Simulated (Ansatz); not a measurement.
Born–Oppenheimer molecular dynamics of CH9BSi (12 atoms, charge 0, multiplicity 1). It starts at the highest image of a converged band, a first-order saddle point between two minima.

Theory: RKS PBE/6-31G* in Ansatz 0.2.0.

```
ensemble                      : NVE (velocity Verlet)
time step                     : 0.5 fs
steps asked                   : 200
starting velocities drawn for : 300 K
seed                          : 9404
```

First frame:

```xyz
12
Properties=species:S:1:pos:R:3
B 0.163 0.604 -0.190
H -0.388 -0.722 1.220
C 1.536 -0.033 -0.631
H 1.497 -1.116 -0.840
H 1.764 0.454 -1.604
H 2.394 0.183 0.026
H -0.866 0.179 -0.671
Si 0.023 2.448 0.669
H 1.178 2.821 1.561
H 0.003 3.460 -0.450
H -1.239 2.659 1.460
H -0.078 -0.148 1.617
```

How far do the bonds stretch over the last three quarters of this one trajectory? (Pairs bonded in most of those frames.)


```csv
bond,mean (Å),spread (Å),shortest,longest
B1–C3,1.566,0.022,1.53,1.60
B1–H7,1.212,0.005,1.21,1.22
B1–Si8,2.030,0.051,1.95,2.12
H2–H12,0.756,0.030,0.71,0.80
C3–H4,1.111,0.044,1.04,1.18
C3–H5,1.120,0.038,1.06,1.18
C3–H6,1.105,0.032,1.05,1.16
Si8–H9,1.508,0.026,1.47,1.55
Si8–H10,1.509,0.021,1.48,1.54
Si8–H11,1.508,0.007,1.50,1.52
```

Mean temperature of the second half: 196 K. The conserved energy stayed within 0.3 meV per atom of its start (net change 0.26 meV per atom), so the integration is sound. A run of 0.1 ps of so small a system gives no equilibrium averages. The orbitals stay closed-shell, which can raise the energy where a bond breaks towards radicals; this wasn't checked here.

Time of the run: 5.8 min on 1 thread of Arm Neoverse V2 (shared host), peak memory 0.1 GiB.
